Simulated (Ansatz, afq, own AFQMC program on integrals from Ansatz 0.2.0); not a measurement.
# CH2N⁺, triplet: AFQMC among the cluster methods

```yaml
atoms:
  - { symbol: N, position_ang: [0.0000, 0.0000, 0.6600] }
  - { symbol: C, position_ang: [0.0000, 0.0000, -0.5768] }
  - { symbol: H, position_ang: [0.0000, -0.9374, -1.1497] }
  - { symbol: H, position_ang: [0.0000, 0.9373, -1.1497] }
```

Connectivity, by distances: N–CH2.

Basis cc-pVTZ. Noble-gas cores (and the filled d shells of Ga–Kr and In–Xe) are frozen. AFQMC by an in-house program on the Cholesky factors that Ansatz 0.2.0 writes for its CCSD(T) run. ph-AFQMC/CISD is guided by a CISD state made of CCSD amplitudes; releasing the constraint for a short imaginary time cuts its bias at the price of noise, slowly where states lie close. Free projection: walkers drawn from exp(T), propagated without any constraint. Its projection time is finite, and what remains of the start isn't in its error. ± is one standard error of the sampling.

Determinant: ROHF, the one that the program's search chose, which needn't be the lowest solution. The geometry is a PBE0/def2-TZVP stationary point of this or a neighbouring charge and spin state.

No full CI on the walks' own integrals is used here; CCSDT(Q) serves as the reference and is uncertain by about the last step of the cluster series.

Cautions: another spin lies lower (by 2.36 eV); the released energies are still falling, so no released level is given (meV from the phaseless value at times in 1/Eh: -6 ± 9 at 0.24, -10 ± 7 at 0.51, -22 ± 6 at 0.99, -30 ± 5 at 1.62, -41 ± 16 at 2.40), though the last usable value meets CCSDT(Q) within the noise; the ph-AFQMC/HF walk drifts between its halves (2.1 errors).

The T1 diagnostic is 0.0245 and the weight of the determinant in the CISD state is 0.901. The size of the correlated space is 10 electrons in 86 orbitals.

| level | correlation energy (eV) |
| --- | --- |
| MP2 | -7.0419 |
| CCSD | -7.9006 |
| CCSD(T) | -8.1538 |

Question: Estimate where phaseless AFQMC with a CISD trial lies against CCSD(T) on the same integrals.

Answer: 16.2 ± 4.7 meV below CCSD(T).

Reference: CCSDT(Q), correlation energy -8.191 eV.

```csv
level,E − E(reference) (meV),share of correlation (%)
CCSD(T),37.0,99.55
CCSDT,8.6,99.90
ph-AFQMC/HF,117.3 ± 25.3,98.57
ph-AFQMC/CISD,20.7 ± 4.7,99.75
free AFQMC,-5.9 ± 9.2,100.07
```

Free projections are given only where their last times agree within the noise and don't stop above the reference; a slow remainder of the start can still hide under it. A walk keeps the symmetry of its determinant, which the program's search chose and which needn't be the lowest solution, so a lower state of the same spin and another symmetry isn't excluded.
